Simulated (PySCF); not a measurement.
Compound: 1-chlorobutadiene, C₄H₅Cl.
SMILES: `C=C/C=C/Cl`

Computed, not measured: EOM-IP-CCSD/aug-cc-pVDZ in PySCF, restricted Hartree–Fock reference, 9 core orbitals frozen, non-relativistic, gas phase, PBE0-D3(BJ)/def2-SVP geometry.

Hartree–Fock orbital energies give these Koopmans values (eV): HOMO 8.85, HOMO-1 11.96, HOMO-2 12.40, HOMO-3 13.94, HOMO-4 14.15, HOMO-5 15.24, HOMO-6 15.76, HOMO-7 17.40.

Question: What vertical ionisation energies does EOM-IP-CCSD give?

Answer: 
```json
{"leading hole (HF orbital)": "HOMO", "Koopmans (eV)": "8.85", "EOM-IP-CCSD (eV)": "8.88", "change (eV)": "+0.03", "one-hole share": "0.96"}
{"leading hole (HF orbital)": "HOMO-2", "Koopmans (eV)": "12.40", "EOM-IP-CCSD (eV)": "11.43", "change (eV)": "-0.97", "one-hole share": "0.95"}
{"leading hole (HF orbital)": "HOMO-1", "Koopmans (eV)": "11.96", "EOM-IP-CCSD (eV)": "11.45", "change (eV)": "-0.51", "one-hole share": "0.94"}
{"leading hole (HF orbital)": "HOMO-3", "Koopmans (eV)": "13.94", "EOM-IP-CCSD (eV)": "12.75", "change (eV)": "-1.19", "one-hole share": "0.95"}
{"leading hole (HF orbital)": "HOMO-4", "Koopmans (eV)": "14.15", "EOM-IP-CCSD (eV)": "13.11", "change (eV)": "-1.04", "one-hole share": "0.93"}
{"leading hole (HF orbital)": "HOMO-5", "Koopmans (eV)": "15.24", "EOM-IP-CCSD (eV)": "13.99", "change (eV)": "-1.25", "one-hole share": "0.95"}
{"leading hole (HF orbital)": "HOMO-6", "Koopmans (eV)": "15.76", "EOM-IP-CCSD (eV)": "14.28", "change (eV)": "-1.48", "one-hole share": "0.94"}
{"leading hole (HF orbital)": "HOMO-7", "Koopmans (eV)": "17.40", "EOM-IP-CCSD (eV)": "15.83", "change (eV)": "-1.57", "one-hole share": "0.94"}
```

Question: Does the order of the lines follow the orbital energies?

Answer: No: the HOMO-2 hole (11.43 eV) falls below the HOMO-1 hole (11.45 eV). The corrections run from -1.57 to +0.03 eV, with a mean of -1.00 eV over the 8 lines; EOM-IP-CCSD lies above the Koopmans value for HOMO.

Question: At what kinetic energies would He II light (40.81 eV) eject these electrons?

Answer: 31.93 eV (HOMO), 29.38 eV (HOMO-2), 29.36 eV (HOMO-1), 28.06 eV (HOMO-3), 27.70 eV (HOMO-4), 26.82 eV (HOMO-5), 26.53 eV (HOMO-6), 24.98 eV (HOMO-7).

Question: What total energy has the lowest final state, and which wavelength reaches it?

Answer: E(CCSD) + ionisation energy = -614.60807 + 0.32628 = -614.28179 Eh, at the geometry of the initial state. The threshold wavelength is 1239.84 eV nm/8.88 eV = 139.6 nm.

Lines less than 0.15 eV apart could change places at a higher level. One root was sought for each valence orbital with −ε under 21 eV, eight at most, so deeper holes and satellites are missing; no vibrational structure.

Conformer computed: `[CH2:1]=[CH:2]/[CH:3]=[CH:4]/[Cl:5]`: C1–C2–C3–C4 180°.

One conformer stands for the species.
